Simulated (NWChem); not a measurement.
# BHF2 (SMILES FBF) at rSCAN/def2-TZVP (SMD chlorobenzene)

Aim: the vertical ionisation energy of BHF2 at rSCAN/def2-TZVP (SMD chlorobenzene), from 2 runs. 

Program for the calculation: NWChem 7.3.0.

1 further run of the same task is left out (set aside as unsound or not needed).

## (1) The molecule

BHF2: 4 atoms, total charge 0, spin state singlet. SMILES: `FBF`. The shape is that of a PBE0-D4/def2-TZVP optimisation.

Bond lengths: F1–B2 1.313 Å, B2–F3 1.313 Å, B2–H4 1.191 Å. Angles: F1–B2–F3 118.1°, F1–B2–H4 121.0°, F3–B2–H4 121.0°.

## (2) Energy and forces at rSCAN/def2-TZVP (SMD chlorobenzene)

The input, mymol.nw:

```
start mymol
memory total 2200 mb
geometry units angstroms noautosym nocenter noautoz
   F        1.154300       0.456900      -0.361900
   B       -0.001900      -0.031000       0.025200
   F       -1.095400       0.528700      -0.438900
   H       -0.057000      -0.954600       0.775600
end
basis spherical bse
   * library def2-TZVP
end
cosmo
   do_cosmo_smd true
   solvent clbenzen
end
dft
   xc rscan
   grid medium
   convergence energy 1e-07
   direct
   print low
end
task dft gradient
```

Run with:

```bash
$ nwchem mymol.nw > mymol.out
```

The log of the run:

```text
Northwest Computational Chemistry Package (NWChem) 7.3.0
             --------------------------------------------------------

           Job information
           ---------------

    nwchem branch   = 7.3.0
    use scalapack   = T
    input           = mymol.nw
    prefix          = mymol.
    data base       = ./mymol.db
    status          = startup
    nproc           =        1

           Memory information
           ------------------

    heap     =     72089600 doubles =      550.0 Mbytes
    stack    =     72089597 doubles =      550.0 Mbytes
    global   =    144179200 doubles =     1100.0 Mbytes (distinct from heap & stack)
    total    =    288358397 doubles =     2200.0 Mbytes
    verify   = yes
    hardfail = no

           Directory information
           ---------------------

  0 permanent = .
  0 scratch   = .

                                NWChem Input Module
                                -------------------

 Scaling coordinates for geometry "geometry" by  1.889725989
 (inverse scale =  0.529177249)

                             Geometry "geometry" -> ""
                             -------------------------

 Output coordinates in angstroms (scale by  1.889725989 to convert to a.u.)

  No.       Tag          Charge          X              Y              Z
 ---- ---------------- ---------- -------------- -------------- --------------
    1 F                    9.0000     1.15430000     0.45690000    -0.36190000
    2 B                    5.0000    -0.00190000    -0.03100000     0.02520000
    3 F                    9.0000    -1.09540000     0.52870000    -0.43890000
    4 H                    1.0000    -0.05700000    -0.95460000     0.77560000

      Atomic Mass
      -----------

      F                 18.998400
      B                 11.009310
      H                  1.007825

 Effective nuclear repulsion energy (a.u.)      61.8885592423

            Nuclear Dipole moment (a.u.)
            ----------------------------
        X                 Y               Z
 ---------------- ---------------- ----------------
     0.8760769683    14.6657854522   -11.9158561936

            XYZ format geometry
            -------------------
     4
 geometry
 F                     1.15430000     0.45690000    -0.36190000
 B                    -0.00190000    -0.03100000     0.02520000
 F                    -1.09540000     0.52870000    -0.43890000
 H                    -0.05700000    -0.95460000     0.77560000

 ==============================================================================
                                internuclear distances
 ------------------------------------------------------------------------------
       center one      |      center two      | atomic units |  angstroms
 ------------------------------------------------------------------------------
    2 B                |   1 F                |     2.48173  |     1.31328
    3 F                |   2 B                |     2.48152  |     1.31316
    4 H                |   2 B                |     2.25121  |     1.19129
 ------------------------------------------------------------------------------
                         number of included internuclear distances:          3
 ==============================================================================

 ==============================================================================
                                 internuclear angles
 ------------------------------------------------------------------------------
        center 1       |       center 2       |       center 3       |  degrees
 ------------------------------------------------------------------------------
    1 F                |   2 B                |   3 F                |   118.07
    1 F                |   2 B                |   4 H                |   120.96
    3 F                |   2 B                |   4 H                |   120.97
 ------------------------------------------------------------------------------
                            number of included internuclear angles:          3
 ==============================================================================

 Summary of "ao basis" -> "" (spherical)
 ------------------------------------------------------------------------------
       Tag                 Description            Shells   Functions and Types
 ---------------- ------------------------------  ------  ---------------------
 *                         def2-TZVP                  on all atoms

                                 NWChem DFT Module
                                 -----------------

                      Basis "ao basis" -> "ao basis" (spherical)
                      -----
  [basis functions not shown]

 Summary of "ao basis" -> "ao basis" (spherical)
 ------------------------------------------------------------------------------
       Tag                 Description            Shells   Functions and Types
 ---------------- ------------------------------  ------  ---------------------
 F                         def2-TZVP                11       31   5s3p2d1f
 B                         def2-TZVP                11       31   5s3p2d1f
 H                         def2-TZVP                 4        6   3s1p

 in cosmo_initialize ...
 calling solv_data for solv:clbenzen

 solvent parameters
 solvname_short: clbenzen
 solvname_long:  chlorobenzene
 dielec:        5.6968
 dielecinf:     2.3229
 nonaqueous SMD model solvent descriptors
 dielec:        5.6968
 sola:          0.0000
 solb:          0.0700
 solc:          0.8570
 solg:         47.4800
 solh:          0.1430
 soln:          1.5241

          ---------------
          -cosmo- solvent
          ---------------
 Cosmo: York-Karplus, doi: 10.1021/jp992097l
 dielectric constant -eps-     =   5.70
 screen = (eps-1)/(eps    )    =   0.82446
 surface charge correction     = lagrangian

   van der Waals surface
 --------------------------

 ---------- ATOMIC COORDINATES (A.U.) ------------ VDWR(ANG.) --
     1    2.18131071    0.86341580   -0.68389184     1.730
     2   -0.00359048   -0.05858151    0.04762109     1.920
     3   -2.07000585    0.99909813   -0.82940074     1.730
     4   -0.10771438   -1.80393243    1.46567148     1.200
 number of segments per atom =        128
 number of   points per atom =        128
 atom (   nspa,  nppa )
 ----------------------
    1 (     85,     0 )       0
    2 (     60,     0 )       0
    3 (     85,     0 )       0
    4 (     54,     0 )       0
 number of -cosmo- surface points =      284
 molecular surface =     70.222 angstrom**2
 molecular volume  =     50.273 angstrom**3
 -lineq- algorithm             =   0
 -bem- low  level              =   3
 -bem- from -octahedral-
 gaussian surface charge width =   4.50000
 degree of switching           =   1.00000
 switching function tolerance  =   0.00010
 atomic radii =
 --------------
    1  9.000  1.730
    2  5.000  1.920
    3  9.000  1.730
    4  1.000  1.200
 ...... end of -cosmo- initialization ......

 nat:                     4
 ixmem:                  1008
 calling mnsol_interface()
 G(SMD-CDS) energy (kcal/mol)  =     1.138
 SMD-CDS SASA (angstrom**2)    =    84.872

  Caching 1-el integrals
   Time after variat. SCF:      0.3
   Time prior to 1st pass:      0.3

           Memory utilization after 1st SCF pass:
           Heap Space remaining (MW):       38.15            38149080
          Stack Space remaining (MW):       72.09            72088948

   convergence    iter        energy       DeltaE   RMS-Dens  Diis-err    time
 ---------------- ----- ----------------- --------- --------- ---------  ------
     COSMO gas phase
 d= 0,ls=0.0,diis     1   -225.2450763160 -2.87D+02  8.00D-03  7.54D-01     1.2
 d= 0,ls=0.0,diis     2   -225.1786350570  6.64D-02  4.23D-03  1.75D+00     2.1
 d= 0,ls=0.0,diis     3   -225.3174696700 -1.39D-01  6.88D-04  2.36D-02     3.0
 d= 0,ls=0.0,diis     4   -225.3187735429 -1.30D-03  2.56D-04  2.15D-03     3.9
 d= 0,ls=0.0,diis     5   -225.3189738071 -2.00D-04  3.30D-05  2.29D-05     4.8
  Resetting Diis
 d= 0,ls=0.0,diis     6   -225.3189766488 -2.84D-06  3.61D-06  1.99D-07     5.7
 d= 0,ls=0.0,diis     7   -225.3189766738 -2.50D-08  1.71D-06  4.96D-08     6.6

           Memory utilization after 1st SCF pass:
           Heap Space remaining (MW):       38.15            38147920
          Stack Space remaining (MW):       72.09            72088948

   convergence    iter        energy       DeltaE   RMS-Dens  Diis-err    time
 ---------------- ----- ----------------- --------- --------- ---------  ------
     COSMO solvation phase
 d= 0,ls=0.0,diis     1   -225.3198322921 -8.56D-04  6.07D-04  9.36D-04     7.8
 d= 0,ls=0.0,diis     2   -225.3199767934 -1.45D-04  1.13D-04  8.60D-04     9.0
 d= 0,ls=0.0,diis     3   -225.3200420448 -6.53D-05  4.07D-05  1.35D-04    10.2
 d= 0,ls=0.0,diis     4   -225.3200501683 -8.12D-06  1.54D-05  4.30D-06    11.3
 d= 0,ls=0.0,diis     5   -225.3200505124 -3.44D-07  2.57D-06  2.10D-07    12.5
 d= 0,ls=0.0,diis     6   -225.3200505294 -1.70D-08  5.40D-07  1.62D-08    13.7

         Total DFT energy =     -225.320050529371
      One electron energy =     -435.274275119535
           Coulomb energy =      173.534067697108
    Exchange-Corr. energy =      -25.417412837515
 Nuclear repulsion energy =       61.888559242293

             COSMO energy =       -0.050989511722

 Numeric. integr. density =       23.999998602175

     Total iterative time =     13.4s

                                COSMO-SMD solvation results
                                ---------------------------

             internal energy in gas <Psi(g)|H|Psi(g)> =      -225.318976673834
         internal energy in solvent <Psi(s)|H|Psi(s)> =      -225.318735530110
                               delta internal energy  =         0.000241143724 (    0.15 kcal/mol)
   total free energy in solvent <Psi(s)|H+V/2|Psi(s)> =      -225.321863447855
 polarization energy contribution <Psi(s)|V/2|Psi(s)> =        -0.003127917745 (   -1.96 kcal/mol)
    total free energy in solvent including G(SMD-CDS) =      -225.320050529371
                       G(SMD-CDS) energy contribution =         0.001812918485 (    1.14 kcal/mol)
     1 M fixed-concentration free energy of solvation =        -0.001073855537 (   -0.67 kcal/mol)

                         DFT ENERGY GRADIENTS

    atom               coordinates                        gradient
                 x          y          z           x          y          z
   1 F       2.181311   0.863416  -0.683892   -0.003190  -0.002488   0.002010
   2 B      -0.003590  -0.058582   0.047621    0.000325   0.006785  -0.005569
   3 F      -2.070006   0.999098  -0.829401    0.002956  -0.002734   0.002287
   4 H      -0.107714  -1.803932   1.465671   -0.000091  -0.001563   0.001272

 Task  times  cpu:       18.0s     wall:       18.0s
 Total times  cpu:       18.0s     wall:       18.0s
```

It took 19 s on 1 thread of AMD EPYC 7B13 (Zen 3), shared host; peak memory 0.12 GiB.

(Part 1 of 2 ends here.)
